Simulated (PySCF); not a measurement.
Relaxed structures of NaSiH₃S, singlet (PBE0-D4/def2-TZVP; forces vanish, vibrations not checked; lower isomers may exist, and structures with a doubtful reference or unclear bonds are left out; Å). Program: PySCF 2.14 with density fitting (its default auxiliary sets; JK sets also for MP2 and CCSD(T)). Basis: def2-TZVPP. Cores are frozen in the correlated methods. The outer core shell of Li, Na, Mg and K is correlated. The def2 sets are not built for correlating such inner shells, so the correlated values are less sure here.

Question: Rank them by CCSD(T) energy, lowest first, and give each one's height above the lowest. Links in brackets join atoms within 1.22 times the sum of their covalent radii (1.1 for two metals). (To be estimated.)
A.
NaSiH₃S ([H]1[Na]2[S][SiH2]12)
```
6
angstrom
Na -1.7288 0.4653 2.3480
Si -0.8760 0.3552 -0.4966
S 0.3484 -0.1787 1.0821
H -1.2221 -0.7307 -1.4606
H -0.4323 1.5255 -1.3101
H -2.2474 0.8005 0.0256
```
B.
NaSiH₃S ([H]1[Na]23[H][Si]12[SH]3)
```
6
angstrom
Na 1.0262 0.6188 -1.4783
Si -1.1746 -0.1431 0.1447
S 0.9254 0.1351 1.1208
H -0.6131 -0.7813 -1.1846
H -1.0044 1.2797 -0.4721
H 1.1567 -1.1605 1.3809
```
C.
NaSiH₃S ([Na][SiH2][SH])
```
6
angstrom
Na -2.8911 0.6075 0.3639
Si -0.3099 0.0714 -0.4287
S 0.7552 -0.1786 1.4636
H -0.0228 -1.1743 -1.2207
H 0.4613 1.1134 -1.1907
H 1.9958 -0.4343 1.0112
```

Answer: Computed: A (0.000 eV), B (1.244 eV), C (1.359 eV). Heights count from the lowest.

The T1 diagnostic stays at or below 0.012.

For scale, one of the runs: CCSD(T)/def2-TZVPP, 158 basis functions, launched by `OMP_NUM_THREADS=2 python run.py`. Hardware: 2 CPU threads of an AMD EPYC 7B13, shared host. Wall time 120 s; peak host memory 1.2 GiB.
